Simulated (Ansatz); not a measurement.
H₃Ge–PH₂, singlet: reading a ladder of total energies

Geometry: displaced at random from a stationary point.

```yaml
atoms:
  - { symbol: Ge, position_ang: [-0.0180, 0.0041, 0.6976] }
  - { symbol: P, position_ang: [0.1038, -0.0120, -1.6328] }
  - { symbol: H, position_ang: [0.7567, -1.2040, 1.1611] }
  - { symbol: H, position_ang: [0.6539, 1.2357, 1.1909] }
  - { symbol: H, position_ang: [-1.5596, 0.0007, 1.1526] }
  - { symbol: H, position_ang: [-0.8960, -1.0437, -1.8049] }
  - { symbol: H, position_ang: [-0.8502, 1.0824, -1.7974] }
```

Basis cc-pVDZ; Ansatz 0.2.0. Correlated methods freeze the noble-gas cores and the filled d shells of p-block atoms, which leaves 14 electrons in 51 orbitals. Prefix R: restricted or restricted open-shell reference. No spin–orbit coupling is included, and no scalar relativity.

Full CI isn't at hand for all of this; RCCSDT(Q) serves as the reference, and is uncertain by about the last step of the cluster series.

Runs differ by some tens of microhartree through their thresholds, so steps under 0.03 kcal/mol mean nothing.

| level | total energy (hartree) |
| --- | --- |
| RHF | -2418.971332 |
| RMP2 | -2419.200424 |
| RCCSD | -2419.247254 |
| RCCSD(T) | -2419.254430 |
| RCCSDT | -2419.255533 |
| RCCSDT(Q) | -2419.255909 |

Problem. What is the correlation energy at RCCSDT(Q), and what share of it do RMP2 and RCCSDT recover?

Solution. E(corr) = -2419.255909 − (-2418.971332) = -0.284577 hartree = -7.744 eV. RMP2: -0.229092 / -0.284577 = 80.50 %. RCCSDT: -0.284201 / -0.284577 = 99.87 %.

Problem. By how many kcal/mol does RCCSD(T) miss RCCSDT(Q) (1 hartree = 627.509 kcal/mol), and which steps make up the rest?

Solution. -2419.254430 − (-2419.255909) = 0.001479 hartree = 0.93 kcal/mol. Steps: RCCSDT − RCCSD(T) = -0.69, RCCSDT(Q) − RCCSDT = -0.24 kcal/mol. Differences between like states or geometries often cancel part of this.
